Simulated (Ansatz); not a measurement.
**AlH2O (sextet): trial inputs and their diagnosis**

4 inputs are run for AlH2O (sextet) as typed; the log has to tell whether the result can be used and what must change.

Computed with Ansatz 0.2.0, Gaussian basis. Level: the settings change from run to run.

37 further runs of the same task are left out: 16 for a known fault of the program, 10 that didn't finish, 11 set aside as unsound or not needed.

## (1) What is computed

The geometry is a PBE0/def2-TZVP stationary point (not a proven minimum) of the parent state, kept for this charge and spin.

4 atoms, charge 0, spin multiplicity 6.

Atoms are counted from 1 here; the program's logs count them from 0.

Bond lengths: Al1–O2 1.747 Å, Al1–H3 1.777 Å, Al1–H4 1.777 Å. Angles: O2–Al1–H3 65.9°, O2–Al1–H4 65.9°, H3–Al1–H4 131.8°.

## (2) Try 1

in.yaml reads:

```yaml
crystal:
  periodic: [false, false, false]
  atoms:
    - {symbol: Al, position_ang: [0.000000, 0.000000, 0.653528]}
    - {symbol: O, position_ang: [0.000000, 0.000000, -1.093006]}
    - {symbol: H, position_ang: [0.000000, -1.622098, -0.072304]}
    - {symbol: H, position_ang: [0.000000, 1.622098, -0.072304]}
basis:
  gaussian: {orbitals: cc-pVDZ}
magnetization: {spin_polarized: false, initial_magnetization: 5}
correlation: {method: sc_nevpt2, electrons: outside_noble_gas, active_space: {window: {electrons: 5, orbitals: 6}}}
output: {forces: true}
```

Command:

```sh
$ ansatz run in.yaml --threads 1 --pin off --events-out ev --progress --plain --max-ram 2393MiB
```

What it wrote:

```text
Functional definition: HF
  name "HF"
  cite "Fock, Z. Phys. 61, 126 (1930) doi:10.1007/BF01340294"
  parent pbe
  exchange = exact_x
  correlation = 0
397 factors; integrals over basis functions are off by at most 1.1e-3 eV
mean field evaluation 1: about -8641.1881 eV, gradient 1.2e1 eV
mean field evaluation 2: about -8641.2475 eV, gradient 1.2e1 eV
mean field evaluation 4: about -8642.8044 eV, gradient 3.6e0 eV
mean field evaluation 8: about -8643.0566 eV, gradient 7.0e-1 eV
mean field evaluation 16: about -8643.0616 eV, gradient 2.2e-6 eV
mean field evaluation 32: about -8642.9265 eV, gradient 4.1e0 eV
mean field -8643.06156254 eV, -317.6266539459 hartree, gradient 2.2e-6 eV, S^2 8.750000; 6 other end points of the search recorded, 0 dependent functions left out
reference -8643.06156254 eV, -317.6266539459 hartree; 14, 9 occupied and 28, 33 virtual orbitals, 397 factors
state -8643.06156254 eV, -317.6266539459 hartree
state -8643.06156254 eV, -317.6266539459 hartree; corrected -8648.12875280 eV, -317.8128697533 hartree
WARN: 1 active orbitals are nearly empty or full. The corrections depend on them more than the energy does, and are more stable in an active space without them
the calculation of the forces begins
Error: an active orbital is full or empty, and SC-NEVPT2 has no forces then: leave it out of the active space
```

Wall time 1.1 s (1 thread of Arm Neoverse V2, shared host).

Diagnosis: The run stopped with an error. It says: «an active orbital is full or empty, and SC-NEVPT2 has no forces then: leave it out of the active space». Cure: drop the forces, or choose an active space whose orbitals are all partly filled.

## (3) Try 2

in.yaml reads:

```yaml
crystal:
  periodic: [false, false, false]
  atoms:
    - {symbol: Al, position_ang: [0.000000, 0.000000, 0.653528]}
    - {symbol: O, position_ang: [0.000000, 0.000000, -1.093006]}
    - {symbol: H, position_ang: [0.000000, -1.622098, -0.072304]}
    - {symbol: H, position_ang: [0.000000, 1.622098, -0.072304]}
basis:
  gaussian: {orbitals: STO-3G}
magnetization: {spin_polarized: false, initial_magnetization: 5}
hamiltonian: {xc: pbe0}
correlation: {active_space: {window: {electrons: 7, orbitals: 7}}}
```

Same command.

What it wrote:

```text
Error: invalid value for `correlation.active_space`: it starts from restricted Hartree–Fock orbitals; set hamiltonian.xc: hf without magnetization.spin_polarized
```

Wall time 0.03 s (1 thread of Arm Neoverse V2, shared host).

What is wrong: The run was refused. An active space is asked on a functional's orbitals. Cure: start from Hartree-Fock.

## (4) Try 3

in.yaml reads:

```yaml
crystal:
  periodic: [false, false, false]
  atoms:
    - {symbol: Al, position_ang: [0.000000, 0.000000, -1.043006]}
    - {symbol: O, position_ang: [0.000000, 0.000000, -1.093006]}
    - {symbol: H, position_ang: [0.000000, -1.622098, -0.072304]}
    - {symbol: H, position_ang: [0.000000, 1.622098, -0.072304]}
basis:
  gaussian: {orbitals: cc-pVDZ}
magnetization: {spin_polarized: false, initial_magnetization: 5}
hamiltonian: {xc: {name: r2SCAN}}
correlation: {method: ccsdt, electrons: valence, diis_vectors: 4}
```

The command is unchanged.

What it wrote, cut to the lines that bear on the results:

```text
Functional definition: r2SCAN
  name "r2SCAN"
  cite "Furness, Kaplan, Ning, Perdew & Sun, J. Phys. Chem. Lett. 11, 8208 (2020) doi:10.1021/acs.jpclett.0c02405"
  cite "Furness, Kaplan, Ning, Perdew & Sun, J. Phys. Chem. Lett. 11, 9248 (2020) doi:10.1021/acs.jpclett.0c03077"
  parent r2scan
[...]
688 factors; integrals over basis functions are off by at most 2.4e-7 eV
[...]
a density is far from that of the atoms, so the factors are made again for it
751 factors; integrals over basis functions are off by at most 1.2e-7 eV
[...]
mean field 13474.72758525 eV, 495.1871052594 hartree, gradient 1.1e-6 eV, S^2 8.750000; 3 other end points of the search recorded, 0 dependent functions left out
[...]
6 core orbitals not correlated: weight in the atoms' cores, before any rotation towards them, 0.618 or more for the frozen orbitals, at most 0.201 for the correlated occupied ones
reference 13504.37600833 eV, 496.2766647114 hartree; 8, 3 occupied and 28, 33 virtual orbitals, 751 factors
second order -1.23864057 eV of doubles, -0.21502302 eV of singles
cycle   1  -1.55913345 eV  change   -1.1e-1 eV  update   3.7e-2
[...]
cycle  14  -1.64433756 eV  change    5.1e-7 eV  update   1.0e-6
Total energy: 13502.73167077 eV, 496.2162364206 hartree
```

Wall time 19 s (1 thread of Arm Neoverse V2, shared host).

What is wrong: The run converged, which proves nothing about the input. One atom lies on top of another. The shortest distance is 0.05 Å, against 1.75 Å in the geometry of step 1. Its energy belongs to another geometry. Fix: restore its position.

## (5) Try 4

in.yaml reads:

```yaml
crystal:
  periodic: [false, false, false]
  atoms:
    - {symbol: Al, position_ang: [0.050000, 0.000000, -1.093006]}
    - {symbol: O, position_ang: [0.000000, 0.000000, -1.093006]}
    - {symbol: H, position_ang: [0.000000, -1.622098, -0.072304]}
    - {symbol: H, position_ang: [0.000000, 1.622098, -0.072304]}
basis:
  gaussian: {orbitals: cc-pVDZ}
magnetization: {spin_polarized: false, initial_magnetization: 5}
correlation: {method: ccsdt, electrons: outside_noble_gas}
output: {forces: true}
```

Same command.

What it wrote:

```text
Functional definition: HF
  name "HF"
  cite "Fock, Z. Phys. 61, 126 (1930) doi:10.1007/BF01340294"
  parent pbe
  exchange = exact_x
  correlation = 0
691 factors; integrals over basis functions are off by at most 1.5e-7 eV
mean field evaluation 1: about 13520.1495 eV, gradient 1.5e2 eV
mean field evaluation 2: about 13517.7915 eV, gradient 1.5e2 eV
mean field evaluation 4: about 13505.5418 eV, gradient 1.4e1 eV
mean field evaluation 8: about 13504.7185 eV, gradient 5.1e-1 eV
mean field evaluation 16: about 13504.6887 eV, gradient 2.6e-5 eV
mean field evaluation 32: about 13504.6890 eV, gradient 5.8e-2 eV
mean field evaluation 64: about 13504.8029 eV, gradient 3.0e-6 eV
mean field evaluation 96: about 13504.6890 eV, gradient 1.4e-1 eV
mean field evaluation 128: about 13504.7453 eV, gradient 8.6e-1 eV
mean field evaluation 160: about 13516.6519 eV, gradient 1.4e2 eV
mean field evaluation 192: about 13508.4132 eV, gradient 1.2e1 eV
mean field evaluation 224: about 13504.6905 eV, gradient 3.9e-1 eV
mean field evaluation 256: about 13507.4539 eV, gradient 1.1e1 eV
mean field evaluation 288: about 13505.9289 eV, gradient 2.1e0 eV
mean field evaluation 320: about 13505.7849 eV, gradient 5.8e-4 eV
mean field evaluation 352: about 13506.2633 eV, gradient 2.6e-2 eV
mean field evaluation 384: about 13506.2431 eV, gradient 5.5e-1 eV
mean field evaluation 416: about 13507.1167 eV, gradient 8.4e-2 eV
mean field evaluation 448: about 13506.4567 eV, gradient 3.8e0 eV
mean field evaluation 480: about 13507.4353 eV, gradient 8.7e-1 eV
mean field evaluation 512: about 13507.3156 eV, gradient 1.5e-1 eV
mean field evaluation 544: about 13507.0533 eV, gradient 5.4e0 eV
mean field evaluation 576: about 13517.9093 eV, gradient 1.5e2 eV
mean field evaluation 608: about 13504.8029 eV, gradient 1.7e-3 eV
mean field evaluation 640: about 13505.0414 eV, gradient 2.2e0 eV
mean field evaluation 672: about 13506.9854 eV, gradient 4.0e0 eV
mean field evaluation 704: about 13507.4580 eV, gradient 1.5e1 eV
mean field evaluation 736: about 13506.0899 eV, gradient 4.3e0 eV
mean field evaluation 768: about 13508.7913 eV, gradient 7.2e0 eV
mean field evaluation 800: about 13507.2677 eV, gradient 5.0e-1 eV
mean field evaluation 832: about 13508.3547 eV, gradient 4.8e0 eV
mean field evaluation 864: about 13508.0711 eV, gradient 5.4e0 eV
mean field evaluation 896: about 13506.9952 eV, gradient 6.4e0 eV
mean field evaluation 928: about 13506.1118 eV, gradient 1.1e-1 eV
mean field evaluation 960: about 13507.2877 eV, gradient 3.0e-4 eV
a density is far from that of the atoms, so the factors are made again for it
750 factors; integrals over basis functions are off by at most 1.4e-7 eV
mean field evaluation 992: about 13507.3473 eV, gradient 7.0e-1 eV
mean field evaluation 1024: about 13505.1350 eV, gradient 2.6e0 eV
mean field evaluation 1056: about 13506.3754 eV, gradient 8.0e0 eV
mean field evaluation 1088: about 13504.8120 eV, gradient 7.3e-2 eV
mean field evaluation 1120: about 13504.6987 eV, gradient 6.5e-1 eV
mean field evaluation 1152: about 13507.8510 eV, gradient 1.4e1 eV
mean field evaluation 1184: about 13504.8029 eV, gradient 8.0e-3 eV
mean field evaluation 1216: about 13505.1413 eV, gradient 1.4e0 eV
mean field evaluation 1248: about 13504.8029 eV, gradient 1.0e-2 eV
mean field evaluation 1280: about 13505.7849 eV, gradient 2.5e-3 eV
mean field evaluation 1312: about 13506.2295 eV, gradient 3.5e-1 eV
mean field evaluation 1344: about 13506.2592 eV, gradient 9.6e-1 eV
mean field evaluation 1376: about 13507.1227 eV, gradient 3.8e-1 eV
mean field evaluation 1408: about 13507.1168 eV, gradient 1.1e-3 eV
mean field evaluation 1440: about 13507.3344 eV, gradient 1.0e0 eV
mean field evaluation 1472: about 13507.4082 eV, gradient 3.8e-1 eV
mean field evaluation 1504: about 13507.1033 eV, gradient 5.7e0 eV
mean field evaluation 1536: about 13516.6152 eV, gradient 1.4e2 eV
mean field evaluation 1568: about 13504.8032 eV, gradient 4.3e-2 eV
mean field evaluation 1600: about 13506.4199 eV, gradient 4.4e0 eV
mean field evaluation 1632: about 13504.8029 eV, gradient 1.0e-3 eV
mean field evaluation 1664: about 13511.0845 eV, gradient 1.8e1 eV
mean field evaluation 1696: about 13507.3212 eV, gradient 3.8e0 eV
mean field evaluation 1728: about 13507.0423 eV, gradient 5.9e0 eV
mean field evaluation 1760: about 13507.2755 eV, gradient 6.1e-1 eV
mean field evaluation 1792: about 13507.1168 eV, gradient 9.0e-3 eV
mean field evaluation 1824: about 13509.8024 eV, gradient 1.2e1 eV
mean field evaluation 1856: about 13505.1461 eV, gradient 3.6e0 eV
mean field evaluation 1888: about 13506.1949 eV, gradient 2.2e0 eV
mean field evaluation 1920: about 13506.2438 eV, gradient 9.8e-1 eV
mean field 13504.68870769 eV, 496.2881562008 hartree, gradient 6.1e-6 eV, S^2 8.750000; 21 other end points of the search recorded, 0 dependent functions left out
mean field evaluation 1952: about 13504.7280 eV, gradient 3.4e-1 eV
mean field evaluation 1984: about 13504.6704 eV, gradient 3.3e-1 eV
mean field evaluation 2016: about 13505.7538 eV, gradient 1.2e0 eV
determinant 13504.68870769 eV, 496.2881562008 hartree, with singles and doubles 13503.39850384 eV, 496.2407420840 hartree
determinant 13504.80285360 eV, 496.2923509858 hartree, with singles and doubles 13503.53715183 eV, 496.2458373034 hartree
determinant 13505.58703540 eV, 496.3211691351 hartree, with singles and doubles 13504.32716569 eV, 496.2748697773 hartree
determinant 13505.78487511 eV, 496.3284396107 hartree, with singles and doubles 13504.58294952 eV, 496.2842696599 hartree
determinant 13506.11178002 eV, 496.3404531443 hartree, with singles and doubles 13504.81983456 eV, 496.2929750245 hartree
determinant 13506.24258498 eV, 496.3452601381 hartree, with singles and doubles 13504.85144102 eV, 496.2941365404 hartree
determinant 13506.26330286 eV, 496.3460215061 hartree, with singles and doubles 13505.03820088 eV, 496.3009998386 hartree
determinant 13507.11682405 eV, 496.3773878311 hartree, with singles and doubles 13505.83525673 eV, 496.3302911009 hartree
determinant 13507.28771872 eV, 496.3836680945 hartree, with singles and doubles 13505.93287544 eV, 496.3338785224 hartree
determinant 13504.68870769 eV, 496.2881562008 hartree, with singles and doubles 13503.37680104 eV, 496.2399445207 hartree
determinant 13504.80285360 eV, 496.2923509858 hartree, with singles and doubles 13503.51616676 eV, 496.2450661163 hartree
mean field evaluation 2048: about 13504.6887 eV, gradient 2.9e-3 eV
6 core orbitals not correlated: weight in the atoms' cores, before any rotation towards them, 0.619 or more for the frozen orbitals, at most 0.201 for the correlated occupied ones
reference 13504.68870769 eV, 496.2881562008 hartree; 8, 3 occupied and 28, 33 virtual orbitals, 750 factors
second order -1.10913583 eV of doubles, -0.00481527 eV of singles
cycle   1  -1.22833560 eV  change   -1.1e-1 eV  update   3.4e-2
cycle   2  -1.30033478 eV  change   -7.2e-2 eV  update   2.3e-2
cycle   3  -1.31090286 eV  change   -1.1e-2 eV  update   1.4e-2
cycle   4  -1.32321313 eV  change   -1.2e-2 eV  update   7.2e-3
cycle   5  -1.32684958 eV  change   -3.6e-3 eV  update   4.2e-3
cycle   6  -1.32691300 eV  change   -6.3e-5 eV  update   2.0e-3
cycle   7  -1.32761309 eV  change   -7.0e-4 eV  update   1.0e-3
cycle   8  -1.32755708 eV  change    5.6e-5 eV  update   6.0e-4
cycle   9  -1.32754876 eV  change    8.3e-6 eV  update   3.4e-4
cycle  10  -1.32750119 eV  change    4.8e-5 eV  update   1.8e-4
cycle  11  -1.32754865 eV  change   -4.7e-5 eV  update   9.8e-5
cycle  12  -1.32755334 eV  change   -4.7e-6 eV  update   5.1e-5
cycle  13  -1.32756720 eV  change   -1.4e-5 eV  update   1.9e-5
cycle  14  -1.32756876 eV  change   -1.6e-6 eV  update   9.6e-6
cycle  15  -1.32756818 eV  change    5.8e-7 eV  update   5.4e-6
cycle  16  -1.32756625 eV  change    1.9e-6 eV  update   2.9e-6
cycle  17  -1.32756618 eV  change    6.5e-8 eV  update   1.6e-6
cycle  18  -1.32756667 eV  change   -4.9e-7 eV  update   9.0e-7
cycle  19  -1.32756659 eV  change    7.7e-8 eV  update   3.9e-7
cycle  20  -1.32756655 eV  change    4.2e-8 eV  update   2.2e-7
cycle  21  -1.32756658 eV  change   -2.7e-8 eV  update   1.1e-7
cycle  22  -1.32756664 eV  change   -5.8e-8 eV  update   6.9e-8
cycle  23  -1.32756664 eV  change   -7.1e-9 eV  update   3.1e-8
the calculation of the forces begins
```

It took 99 s on 1 thread of Arm Neoverse V2, shared host.

What is wrong: The run was cut at its time limit. One atom lies on top of another. The shortest distance is 0.05 Å, against 1.75 Å in the geometry of step 1. Fix: restore its position.

## (6) Summary

```tsv
try	level	ended	cause	time
1	NEVPT2(5,6)/cc-pVDZ	stopped by an error	an active orbital is full or empty, and SC-NEVPT2 has no forces then: leave it out of the active space	1.1 s
2	CASSCF(7,7)/STO-3G	refused	an active space is asked on a functional's orbitals	0.03 s
3	CCSDT/cc-pVDZ	converged	one atom lies on top of another	19 s
4	CCSDT on ROHF/cc-pVDZ	cut at its time limit	one atom lies on top of another	99 s
```

1 stopped by an error, 1 refused, 1 converged, 1 cut at its time limit. The input that converges on a wrong geometry or spin is the dangerous one: no error points at it, so geometry and ⟨S²⟩ have to be checked.
